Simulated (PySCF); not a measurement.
Identify the unknown among the candidates.

- 13C NMR: chemical shifts (computed TMS as zero) by class: 132.2 (1 C), 30.5 (1 C), 8.1 (1 C) ppm [GIAO PBE0/pcSseg-1]
- NMR, other nuclei: isotropic shieldings of nuclei other than C and H, by class: 263 (3 F) ppm [GIAO PBE0/pcSseg-1]
- Valence photoelectron: vertical ionisation energy: 12.93 eV [ΔSCF CAM-B3LYP/def2-SVPD]
- 1H NMR: chemical shifts (computed TMS as zero) by class: 1.79 (2 H), 1.13 (3 H) ppm [GIAO PBE0/pcSseg-1]
- Couplings: largest of the computed one-bond spin–spin couplings (means over like bonds): 19F–13C -341.5 (×3), 13C–1H +135.3 (×3), 13C–1H +134.4 (×2), 13C–13C +63.4, 13C–13C +36.7 Hz [B3LYP/pcJ-1, spin–dipole term left out for some pairs]
- Rotational structure: rotational constants A, B, C: 5.256, 2.772, 2.746 GHz [PBE0-D3(BJ)/def2-SVP]
- UV, first state: lowest singlet excitation: 9.80 eV (127 nm, f = 0.001) [TDDFT CAM-B3LYP/def2-SVPD]
- Dipole: 2.47 D [CAM-B3LYP/def2-SVPD]

Electronic properties: PySCF, gas phase, density fitting. Levels stand in brackets. Geometry: PBE0-D3(BJ)/def2-SVP; no solvent, vibrations or thermal averaging. Each NMR value is the plain mean over a class of atoms that symmetry, rotation or inversion makes alike.

Task: Which candidate is it?
A. `CCC(C)(C)C`
B. `CCC(F)(F)F`
C. `FCC(F)CF`

Result: B. It is `CCC(F)(F)F`. Numbering: `[CH3:1][CH2:2][C:3]([F:4])([F:5])[F:6]`. Its formula, C3H5F3, gives 0 degrees of unsaturation, so no ring and no π bond. 3 carbons fall into 3 classes; from least to most shielded: CF3 carbon [C3] (132.2 ppm), chain CH2 carbon [C2] (30.5 ppm), methyl carbon [C1] (8.1 ppm). Hydrogen classes from least to most shielded: 2 H on a chain CH2 carbon, C2 (1.79 ppm), 3 H on a methyl carbon, C1 (1.13 ppm). The other shieldings belong to: 263 ppm, fluorine of a CF3 group [F4/F5/F6]. The couplings run between: -341.5 Hz, fluorine of a CF3 group [F4] and CF3 carbon [C3] (with 2 like pairs); +135.3 Hz, methyl carbon [C1] and its hydrogen (with 2 like pairs); +134.4 Hz, chain CH2 carbon [C2] and its hydrogen (with 1 like pair); +63.4 Hz, chain CH2 carbon [C2] and CF3 carbon [C3]; +36.7 Hz, methyl carbon [C1] and chain CH2 carbon [C2]. By its constants the optimised geometry is a nearly prolate symmetric top.

The others, at the same levels:
- `FCC(F)CF` fails: it has 2 carbon classes against 3; its computed 13C shifts are 89.5 (1 C), 79.5 (2 C) ppm, 1H shifts are 4.82 (2 H), 4.52 (2 H), 4.26 (1 H) ppm and rotational constant A is 4.209 GHz (against 5.256 GHz).
- `CCC(C)(C)C` fails: it has 14 hydrogens where the 1H data count 5; its computed lowest singlet excitation is 8.59 eV (144 nm, f = 0.033) (against 9.80 eV), vertical ionisation energy is 10.80 eV (against 12.93 eV) and rotational constant A is 4.306 GHz (against 5.256 GHz).

Each candidate is one conformer, not necessarily the lowest. Dipoles, sizes and rotational constants follow the conformer. The torsions of the flexible species, by atom-mapped SMILES:
- `[CH3:1][CH2:2][C:3]([F:4])([F:5])[F:6]`: C1–C2–C3–F4 -59°
- `[F:1][CH2:2][CH:3]([F:4])[CH2:5][F:6]`: F1–C2–C3–F4 67°, C2–C3–C5–F6 -63°
- `[CH3:1][CH2:2][C:3]([CH3:4])([CH3:5])[CH3:6]`: C1–C2–C3–C4 180°
